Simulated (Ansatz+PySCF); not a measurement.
**singlet Na2: levels of theory in one basis**

```xyz
2

Na    0.0000    0.0000   -1.5627
Na    0.0000    0.0000    1.5627
```

Basis set: def2-SVP (spherical functions). Left uncorrelated: 2 orbitals. Charge 0, multiplicity 1.

Computed with Ansatz (development build ahead of 0.2.0); each method stands on the lowest determinant of its kind that the runs found. NEVPT2 correlates all electrons. Active spaces start from the frontier orbitals, and the lowest solution found is given.

| method | E − E(RHF) (eV) | <S²> of the determinant |
| --- | --- | --- |
| RHF | 0.00 | 0.00 |
| UHF | -0.06 | 0.40 |
| RHF-MP2 | -0.50 | – |
| UHF-MP2 | -0.38 | 0.40 |
| RHF-CCSD | -0.75 | – |
| UHF-CCSD | -0.75 | 0.40 |
| RHF-CCSD(T) | -0.75 | – |
| SC-NEVPT2(2,2) | -0.51 | – |

Question: What does CASSCF(2,2) give on the same scale?

Answer: -0.29 eV.

Question: Is a single determinant a sound starting point here?

Answer: Only with care. Unrestricted orbitals gain 0.06 eV and <S²> is 0.40 against 0.00 for a pure state, so spin symmetry breaks but gains little energy; restricted orbitals can still serve. The CASSCF(2,2) natural occupations are 1.87, 0.13.

Caution for UHF, UHF-MP2, UHF-CCSD: the unrestricted determinant is spin contaminated; the determinant breaks the point group. Caution for UHF-MP2: another reference gives a lower total.
